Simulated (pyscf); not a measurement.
## Four-centre exchange: `[BH2][CH3]` + `[SiH4]` -> `[CH4]` + `[BH2][SiH3]`

Gas phase, singlet surface, charge 0. Bonds broken: C1–B2, Si8–H9. Bonds formed: C1–H9, B2–Si8. Optimised with ωB97X-D3(BJ)/def2-SVP in PySCF. Correlated levels are frozen-core, on RHF or UHF. ΔMP2 is the change of the MP2 total energy from the triple- to the quadruple-zeta basis.

Transition state (Å):

```xyz
12

C     -0.5393    -0.9319    -0.8723
B     -0.0722     0.3247     0.3253
H      0.4838    -1.1979    -1.1605
H     -1.0735    -0.5791    -1.7657
H     -1.0333    -1.8269    -0.4690
H      0.4546     1.1980    -0.3225
H      0.4949    -0.2757     1.2070
Si    -1.5272     1.3589     1.3605
H     -1.2181    -0.0552    -0.0111
H     -2.3918     0.5039     2.2325
H     -2.4372     2.1759     0.4983
H     -0.7508     2.2856     2.2336
```

One imaginary mode, 977i cm⁻¹; descent along it reached the two sides named, in the forms told below.

```
bond    change  reactant side (Å)  saddle  product side
------  ------  -----------------  ------  ------------
C1–B2   breaks              1.606   1.798           3.1
Si8–H9  breaks              1.547   1.994           3.0
C1–H9    forms              2.214   1.404         1.099
B2–Si8   forms              2.359   2.064         2.018
```

Electronic energies relative to the separated reactants (kcal/mol):

| level | barrier | reaction energy | reverse barrier |
|---|---|---|---|
| ωB97X-D3(BJ)/def2-TZVP | 16.4 | +4.5 | 11.9 |
| PBE/def2-TZVP | 8.3 | +4.4 | 3.9 |
| r²SCAN/def2-TZVP | 11.5 | +5.3 | 6.2 |
| B3LYP-D3(BJ)/def2-TZVP | 18.0 | +5.5 | 12.5 |
| PBE0-D3(BJ)/def2-TZVP | 10.2 | +4.8 | 5.4 |
| M06-2X/def2-TZVP | 17.5 | +6.0 | 11.5 |
| ωB97M-D3(BJ)/def2-TZVP | 17.6 | +6.7 | 10.9 |
| HF/def2-TZVP | 44.1 | +6.7 | 37.4 |
| MP2/def2-QZVPP | 15.7 | +6.5 | 9.2 |
| CCSD/def2-TZVPP | 22.4 | +5.4 | 17.0 |
| CCSD(T)/def2-TZVPP | 18.8 | +5.3 | 13.5 |
| CCSD(T)/def2-TZVPP + ΔMP2(QZVPP) | 18.2 | +5.3 | 13.0 |

With CCSD(T)/def2-TZVPP + ΔMP2(QZVPP) energies and thermal terms (ideal gas, 1 atm, RRHO with modes under 100 cm⁻¹ raised to 100, one conformer, R ln 2 for chiral ones without a mode under 150 cm⁻¹), in kcal/mol:

```csv
T (K),ΔH‡,ΔG‡,ΔH,ΔG
298,20.2,30.3,+6.5,+6.0
600,20.4,40.5,+6.7,+5.5
900,20.8,50.5,+6.6,+4.9
1200,21.2,60.4,+6.5,+4.3
```

On the reactant side the descent ends in an adduct with a B–Si, B–H contact (not fully relaxed), 3.1 kcal/mol under the separated species and 19.5 kcal/mol under the saddle at ωB97X-D3(BJ)/def2-TZVP. What is counted as formed (B–Si) is already present as a longer contact in the reactant adduct; forming that adduct is a step of its own. This is the saddle that the search found; another between the same sides may lie lower. The CCSD(T) − MP2 part came from Ansatz, without density fitting, on the same reference.
